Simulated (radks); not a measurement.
# Valence configurations of Si²⁺

The task here is to estimate one member of a computed series from the others.

Program: radks (a radial shooting solver on a logarithmic mesh, Libxc functionals) version 1. Level of theory: scalar-relativistic Kohn-Sham, PBE, spin-polarised, spherical densities, finite nucleus; open shells are filled with parallel spins first. These are calculated values, not measurements, unless marked.

**The system**

* element: silicon (Z = 14)
* charge: +2
* electrons: 12
* configuration: [Ne] 3s2
* nuclear rms radius: 3.1224 fm
* others tried: 3s1 3p1; 3s1.5 3p0.5; 3p2; 3s0.5 3p1.5

The outer shells:

Si²⁺
```
[Ne] core
3s [↑↓]
```

Set-up of the first run:

Input:

```text
Z 14
configuration [Ne] 3s2
relativity scalar-relativistic
functional pbe,pbe
spin polarised
nucleus finite rms 3.1224 fm
c 137.035999084
```

Started as:

```
> python run_ks.py task.json out
```

All runs below come from this command, one after another.

Among the steps run: [Ne] 3s2.

One of the session's tables, all rows but one given; the rest of the session is left out.

Radial moments (bohr):

| level | <r> | outermost maximum (interpolated) | 90 % within | nodes |
| --- | --- | --- | --- | --- |
| 1s | 0.1113 | 0.0726 | 0.199 | 0 |
| 2s | 0.5672 | 0.454 | 0.894 | 1 |
| 2p | ? | ? | ? | ? |
| 3s | 1.951 | 1.69 | 2.91 | 2 |

**Question.** Estimate the row for 2p.

The run gave: <r>: 0.5362; outermost maximum (interpolated): 0.387; 90 % within: 0.901; nodes: 0. In the column «<r>» it lies between 1s (0.1113) and 2s (0.5672).
